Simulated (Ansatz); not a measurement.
# CH₅SSi−: energies and forces away from the minimum

Aim: displace all atoms at random from the minimum and see how well density functionals give the CCSD(T) energy and forces there.

Program: Ansatz 0.2.0, Gaussian basis. Level of theory: single points with forces in def2-TZVPPD. These are calculated values, not measurements.

Levels: PBE-D4, r2SCAN-D4, PBE0-D4, wB97M-V, Hartree-Fock, MP2, CCSD, CCSD(T). Each coordinate is moved by a Gaussian draw of the width named (0.7 of it for atoms other than hydrogen): 0.12, 0.12, 0.12, 0.02 Å.

Correlated methods freeze the cores.

10 further runs of the same task are left out: 1 that didn't finish, 9 set aside as unsound or not needed.

## 1. Starting geometry

The minimum, relaxed at PBE0-D4: 8 atoms, charge -1, spin multiplicity 1.

Atoms are counted from 1 here; the program's logs count them from 0.

Bond lengths: Si1–C2 1.852 Å, Si1–H4 1.490 Å, Si1–H5 1.527 Å, Si1–H6 1.490 Å, C2–S3 1.826 Å, C2–H7 1.097 Å, C2–H8 1.097 Å. Angles: C2–Si1–H4 112.3°, C2–Si1–H5 114.3°, C2–Si1–H6 112.3°, H4–Si1–H5 104.0°, H4–Si1–H6 109.2°, H5–Si1–H6 104.0°, Si1–C2–S3 102.3°, Si1–C2–H7 111.1°, Si1–C2–H8 111.1°, S3–C2–H7 112.7°, S3–C2–H8 112.7°, H7–C2–H8 107.0°.

Geometry (Å):

```xyz
8
charge -1, multiplicity 1
Si   -0.79488    0.29322   -0.12973
C     0.97466   -0.23120    0.02053
S     0.90320   -1.46272    1.36681
H    -1.68864   -0.83691   -0.51042
H    -1.05028    1.34611   -1.20636
H    -1.30537    0.92365    1.12041
H     1.61979    0.62301    0.26138
H     1.34153   -0.65517   -0.92262
```

Energies of the minimum (eV), from earlier single points: PBE-D4 -19823.18938, r2SCAN-D4 -19831.24459, PBE0-D4 -19825.03355, B3LYP-D4 -19835.01659, wB97M-V -19831.40196, CCSD(T) -19805.96094.

## 2. Structure 1, width 0.12 Å

Contents of ccsdt-tzvppd/in.yaml:

```yaml
crystal:
  periodic: [false, false, false]
  atoms:
    - {symbol: Si, position_ang: [-0.834481, 0.241892, -0.002116]}
    - {symbol: C, position_ang: [0.946232, -0.331457, 0.051837]}
    - {symbol: S, position_ang: [0.868325, -1.640312, 1.401619]}
    - {symbol: H, position_ang: [-1.624092, -0.858386, -0.513258]}
    - {symbol: H, position_ang: [-0.906988, 1.477230, -1.065787]}
    - {symbol: H, position_ang: [-1.284173, 1.040854, 1.099880]}
    - {symbol: H, position_ang: [1.558478, 0.561970, 0.155645]}
    - {symbol: H, position_ang: [1.139153, -0.697299, -0.868510]}
basis:
  gaussian: {orbitals: "def2-TZVPPD.json"}
total_charge: -1
correlation: {method: ccsd_t}
output: {forces: true}
```

The basis file named in the input lies beside it (Basis Set Exchange, JSON).

No record of the launch command was kept for these runs.

The log of the run, cut to the lines that bear on the results:

```text
Functional definition: HF
  name "HF"
  cite "Fock, Z. Phys. 61, 126 (1930) doi:10.1007/BF01340294"
  parent pbe
[...]
1238 factors; integrals over basis functions are off by at most 1.1e-3 eV
[...]
mean field -19789.94947572 eV, -727.2672291231 hartree, gradient 2.7e-6 eV, S^2 0.000000; 0 other end points of the search recorded, 0 dependent functions left out
11 core orbitals not correlated: weight in the atoms' cores, before any rotation towards them, 1.000 or more for the frozen orbitals, at most 0.000 for the correlated occupied ones
reference -19789.94947572 eV, -727.2672291231 hartree; 10, 10 occupied and 200, 200 virtual orbitals, 1238 factors
too little memory for Intel AMX tiles; the run may be slower
second order -13.61186977 eV of doubles, -0.00000000 eV of singles
cycle   1  -14.35740633 eV  change   -7.5e-1 eV  update   9.0e-2
[...]
cycle  13  -14.83362835 eV  change    7.0e-7 eV  update   2.3e-6
perturbative correction -0.67024093 eV, -0.0246308999 hartree
[...]
working
working
working
working
Total energy: -19805.45334499 eV, -727.8369858101 hartree
Atom 0 at    -0.834481     0.241892    -0.002116 Å, force     1.592202     1.257807    -1.664867 eV/Å
Atom 1 at     0.946232    -0.331457     0.051837 Å, force    -1.708212     1.172944     3.069421 eV/Å
Atom 2 at     0.868325    -1.640312     1.401619 Å, force     0.187451     0.614585    -0.416729 eV/Å
Atom 3 at    -1.624092    -0.858386    -0.513258 Å, force    -0.774741    -0.275264    -0.021929 eV/Å
Atom 4 at    -0.906988     1.477230    -1.065787 Å, force    -0.170718    -1.109476     0.453526 eV/Å
Atom 5 at    -1.284173     1.040854     1.099880 Å, force    -0.508776    -0.023635     1.105488 eV/Å
Atom 6 at     1.558478     0.561970     0.155645 Å, force     0.509765    -0.019106     0.600296 eV/Å
Atom 7 at     1.139153    -0.697299    -0.868510 Å, force     0.873030    -1.617856    -3.125205 eV/Å
Dipole moment:    -0.307555     0.542595    -0.507701 e Å
```

It took 5.4 min on 2 threads, shared host; peak memory 3.2 GiB.

The other levels were run on the same coordinates; their logs were not kept, and their results stand in the tables.

```csv
method,RMS force component (eV/Å),RMS error against CCSD(T) (eV/Å),angle to CCSD(T) forces (°)
PBE-D4,1.297,0.147,6.4
r2SCAN-D4,1.274,0.082,3.7
PBE0-D4,1.302,0.125,5.4
wB97M-V,1.267,0.078,3.5
CCSD(T),1.268,reference,reference
```

## 3. Structure 2, width 0.12 Å

Contents of ccsdt-tzvppd/in.yaml:

```yaml
crystal:
  periodic: [false, false, false]
  atoms:
    - {symbol: Si, position_ang: [-0.829544, 0.278124, -0.088380]}
    - {symbol: C, position_ang: [1.064983, -0.151290, -0.010770]}
    - {symbol: S, position_ang: [0.813470, -1.557733, 1.165095]}
    - {symbol: H, position_ang: [-1.831337, -0.825938, -0.552979]}
    - {symbol: H, position_ang: [-1.142920, 1.381801, -1.221328]}
    - {symbol: H, position_ang: [-1.449800, 0.849858, 1.008521]}
    - {symbol: H, position_ang: [1.656871, 0.591681, 0.345882]}
    - {symbol: H, position_ang: [1.314491, -0.712414, -0.900212]}
basis:
  gaussian: {orbitals: "def2-TZVPPD.json"}
total_charge: -1
correlation: {method: ccsd_t}
output: {forces: true}
```

The log of the run, cut to the lines that bear on the results:

```text
[... 4 set-up lines as earlier in the session ...]
[...]
1238 factors; integrals over basis functions are off by at most 9.4e-4 eV
[...]
mean field -19789.74498494 eV, -727.2597142257 hartree, gradient 2.7e-6 eV, S^2 0.000000; 0 other end points of the search recorded, 0 dependent functions left out
11 core orbitals not correlated: weight in the atoms' cores, before any rotation towards them, 1.000 or more for the frozen orbitals, at most 0.000 for the correlated occupied ones
reference -19789.74498494 eV, -727.2597142257 hartree; 10, 10 occupied and 200, 200 virtual orbitals, 1238 factors
too little memory for Intel AMX tiles; the run may be slower
second order -13.66381462 eV of doubles, -0.00000000 eV of singles
cycle   1  -14.39175773 eV  change   -7.3e-1 eV  update   9.0e-2
[...]
cycle  12  -14.87024438 eV  change   -3.7e-6 eV  update   3.7e-6
perturbative correction -0.67916294 eV, -0.0249587778 hartree
[...]
working
working
working
working
Total energy: -19805.29439226 eV, -727.8311444049 hartree
Atom 0 at    -0.829544     0.278124    -0.088380 Å, force     0.919367    -0.976572    -3.145065 eV/Å
Atom 1 at     1.064983    -0.151290    -0.010770 Å, force    -4.205089    -2.642865    -0.734506 eV/Å
Atom 2 at     0.813470    -1.557733     1.165095 Å, force    -0.045281    -0.248671     0.922273 eV/Å
Atom 3 at    -1.831337    -0.825938    -0.552979 Å, force     1.007879     0.585409     0.248462 eV/Å
Atom 4 at    -1.142920     1.381801    -1.221328 Å, force     0.224596    -0.577488     0.692469 eV/Å
Atom 5 at    -1.449800     0.849858     1.008521 Å, force    -0.591998     0.895272     2.014695 eV/Å
Atom 6 at     1.656871     0.591681     0.345882 Å, force     2.060953     2.125038     0.633446 eV/Å
Atom 7 at     1.314491    -0.712414    -0.900212 Å, force     0.629572     0.839876    -0.631774 eV/Å
Dipole moment:    -0.090429     0.559227    -0.380814 e Å
```

Wall time 5.5 min (2 threads, shared host); peak memory 3.2 GiB.

```csv
method,RMS force component (eV/Å),RMS error against CCSD(T) (eV/Å),angle to CCSD(T) forces (°)
PBE-D4,1.530,0.141,5.3
r2SCAN-D4,1.527,0.082,3.1
PBE0-D4,1.548,0.132,4.9
wB97M-V,1.524,0.083,3.1
CCSD(T),1.527,reference,reference
```

## 4. Structure 3, width 0.12 Å

Contents of ccsdt-tzvppd/in.yaml:

```yaml
crystal:
  periodic: [false, false, false]
  atoms:
    - {symbol: Si, position_ang: [-0.852757, 0.356893, -0.025878]}
    - {symbol: C, position_ang: [0.927524, -0.181901, -0.117819]}
    - {symbol: S, position_ang: [0.836434, -1.342301, 1.216601]}
    - {symbol: H, position_ang: [-1.373388, -0.930818, -0.429594]}
    - {symbol: H, position_ang: [-1.121981, 1.405505, -1.090382]}
    - {symbol: H, position_ang: [-1.164761, 1.236354, 1.156160]}
    - {symbol: H, position_ang: [1.779373, 0.762041, 0.348678]}
    - {symbol: H, position_ang: [1.367817, -0.690679, -0.817492]}
basis:
  gaussian: {orbitals: "def2-TZVPPD.json"}
total_charge: -1
correlation: {method: ccsd_t}
output: {forces: true}
```

The log of the run, cut to the lines that bear on the results:

```text
[... 4 set-up lines as earlier in the session ...]
[...]
1235 factors; integrals over basis functions are off by at most 1.1e-3 eV
[...]
mean field -19788.63525917 eV, -727.2189325558 hartree, gradient 3.8e-6 eV, S^2 0.000000; 1 other end points of the search recorded, 0 dependent functions left out
11 core orbitals not correlated: weight in the atoms' cores, before any rotation towards them, 1.000 or more for the frozen orbitals, at most 0.000 for the correlated occupied ones
reference -19788.63525917 eV, -727.2189325558 hartree; 10, 10 occupied and 200, 200 virtual orbitals, 1235 factors
too little memory for Intel AMX tiles; the run may be slower
second order -13.78339794 eV of doubles, -0.00000000 eV of singles
cycle   1  -14.47703268 eV  change   -6.9e-1 eV  update   9.4e-2
[...]
cycle  13  -14.98174084 eV  change    3.8e-7 eV  update   3.6e-6
perturbative correction -0.69427112 eV, -0.0255139932 hartree
[...]
working
working
working
working
Total energy: -19804.31127114 eV, -727.7950153699 hartree
Atom 0 at    -0.852757     0.356893    -0.025878 Å, force     1.747083     0.851564    -0.697435 eV/Å
Atom 1 at     0.927524    -0.181901    -0.117819 Å, force     0.568912     5.968844     5.585728 eV/Å
Atom 2 at     0.836434    -1.342301     1.216601 Å, force    -0.407525    -1.483142     1.939781 eV/Å
Atom 3 at    -1.373388    -0.930818    -0.429594 Å, force    -1.321714    -0.243926     0.044480 eV/Å
Atom 4 at    -1.121981     1.405505    -1.090382 Å, force    -0.435068    -0.122924    -0.222899 eV/Å
Atom 5 at    -1.164761     1.236354     1.156160 Å, force    -0.091083    -0.770004     0.007724 eV/Å
Atom 6 at     1.779373     0.762041     0.348678 Å, force    -2.291345    -2.205080    -1.860674 eV/Å
Atom 7 at     1.367817    -0.690679    -0.817492 Å, force     2.230739    -1.995331    -4.796705 eV/Å
Dipole moment:    -0.333955     0.455438    -0.447189 e Å
```

Wall time 5.6 min (2 threads, shared host); peak memory 3.2 GiB.

```csv
method,RMS force component (eV/Å),RMS error against CCSD(T) (eV/Å),angle to CCSD(T) forces (°)
PBE-D4,2.246,0.174,4.3
r2SCAN-D4,2.255,0.118,2.9
PBE0-D4,2.283,0.150,3.7
wB97M-V,2.283,0.092,2.3
CCSD(T),2.289,reference,reference
```

## 5. Structure 4, width 0.02 Å

Contents of ccsdt-tzvppd/in.yaml:

```yaml
crystal:
  periodic: [false, false, false]
  atoms:
    - {symbol: Si, position_ang: [-0.778044, 0.276231, -0.131978]}
    - {symbol: C, position_ang: [0.994225, -0.247462, -0.007253]}
    - {symbol: S, position_ang: [0.899775, -1.463866, 1.364457]}
    - {symbol: H, position_ang: [-1.666189, -0.861093, -0.514286]}
    - {symbol: H, position_ang: [-1.017047, 1.332443, -1.182217]}
    - {symbol: H, position_ang: [-1.323409, 0.925085, 1.098644]}
    - {symbol: H, position_ang: [1.604422, 0.637526, 0.229509]}
    - {symbol: H, position_ang: [1.367716, -0.649721, -0.903031]}
basis:
  gaussian: {orbitals: "def2-TZVPPD.json"}
total_charge: -1
correlation: {method: ccsd_t}
output: {forces: true}
```

The log of the run, cut to the lines that bear on the results:

```text
[... 4 set-up lines as earlier in the session ...]
[...]
1239 factors; integrals over basis functions are off by at most 1.3e-3 eV
[...]
mean field -19790.43932565 eV, -727.2852307761 hartree, gradient 2.6e-6 eV, S^2 0.000000; 0 other end points of the search recorded, 0 dependent functions left out
11 core orbitals not correlated: weight in the atoms' cores, before any rotation towards them, 1.000 or more for the frozen orbitals, at most 0.000 for the correlated occupied ones
reference -19790.43932565 eV, -727.2852307761 hartree; 10, 10 occupied and 200, 200 virtual orbitals, 1239 factors
too little memory for Intel AMX tiles; the run may be slower
second order -13.59936211 eV of doubles, -0.00000000 eV of singles
cycle   1  -14.34291038 eV  change   -7.4e-1 eV  update   8.8e-2
[...]
cycle  12  -14.81276120 eV  change   -4.2e-6 eV  update   5.3e-6
perturbative correction -0.66255093 eV, -0.0243482974 hartree
[...]
working
working
working
working
Total energy: -19805.91463778 eV, -727.8539380073 hartree
Atom 0 at    -0.778044     0.276231    -0.131978 Å, force    -0.290103    -0.100078     0.030227 eV/Å
Atom 1 at     0.994225    -0.247462    -0.007253 Å, force    -0.529046     1.026409     1.282388 eV/Å
Atom 2 at     0.899775    -1.463866     1.364457 Å, force     0.112279    -0.201486     0.201863 eV/Å
Atom 3 at    -1.666189    -0.861093    -0.514286 Å, force     0.038716     0.129284     0.006673 eV/Å
Atom 4 at    -1.017047     1.332443    -1.182217 Å, force    -0.058536     0.082460    -0.180379 eV/Å
Atom 5 at    -1.323409     0.925085     1.098644 Å, force     0.154265    -0.117019    -0.063619 eV/Å
Atom 6 at     1.604422     0.637526     0.229509 Å, force     0.057159    -0.136254     0.080585 eV/Å
Atom 7 at     1.367716    -0.649721    -0.903031 Å, force     0.515266    -0.683315    -1.357737 eV/Å
Dipole moment:    -0.220162     0.603095    -0.608605 e Å
```

Wall time 5.5 min (2 threads, shared host); peak memory 3.2 GiB.

```csv
method,RMS force component (eV/Å),RMS error against CCSD(T) (eV/Å),angle to CCSD(T) forces (°)
PBE-D4,0.547,0.151,15.6
r2SCAN-D4,0.508,0.093,10.6
PBE0-D4,0.514,0.134,15.2
wB97M-V,0.490,0.077,9.0
CCSD(T),0.495,reference,reference
```

## 6. All structures together

Energy above the minimum (kcal/mol):

```csv
structure,width (Å),PBE-D4,r2SCAN-D4,PBE0-D4,wB97M-V,Hartree-Fock,MP2,CCSD,CCSD(T)
1,0.12,11.7,11.8,12.1,11.7,12.2,12.0,11.8,11.7
2,0.12,14.7,15.3,15.3,15.4,17.0,15.5,15.7,15.4
3,0.12,35.8,37.0,37.1,37.7,42.6,38.3,38.7,38.0
4,0.02,1.4,1.2,1.1,1.0,1.0,1.0,1.0,1.1
```

Miss and cost, level by level (times from a shared host):

```csv
method,mean energy error from CCSD(T) (kcal/mol),mean time a point
PBE-D4,0.8,2 s
r2SCAN-D4,0.3,3.3 s
PBE0-D4,0.4,3.7 s
wB97M-V,0.1,7.9 s
Hartree-Fock,1.7,part of the CCSD(T) run
MP2,0.2,part of the CCSD(T) run
CCSD,0.3,part of the CCSD(T) run
CCSD(T),0,5.5 min
```

The best functional, wB97M-V, misses by 0.1 kcal/mol and takes 7.9 s a point, against 5.5 min for CCSD(T).

## 7. Summary of results

```
                         quantity                                                                                              value
energy above the minimum, CCSD(T)                                                                     11.7, 15.4, 38.0, 1.1 kcal/mol
                mean energy error  PBE-D4 0.8, r2SCAN-D4 0.3, PBE0-D4 0.4, wB97M-V 0.1, Hartree-Fock 1.7, MP2 0.2, CCSD 0.3 kcal/mol
             mean RMS force error                                   PBE-D4 0.153, r2SCAN-D4 0.094, PBE0-D4 0.135, wB97M-V 0.083 eV/Å
            largest T1 diagnostic                                                                                              0.014
```

In energy wB97M-V is nearest to CCSD(T) and Hartree-Fock farthest. For forces wB97M-V is best, off by 6 % of the typical force, and PBE-D4 worst (11 %); with few structures and a triple-zeta reference, gaps of a few points rank nothing.
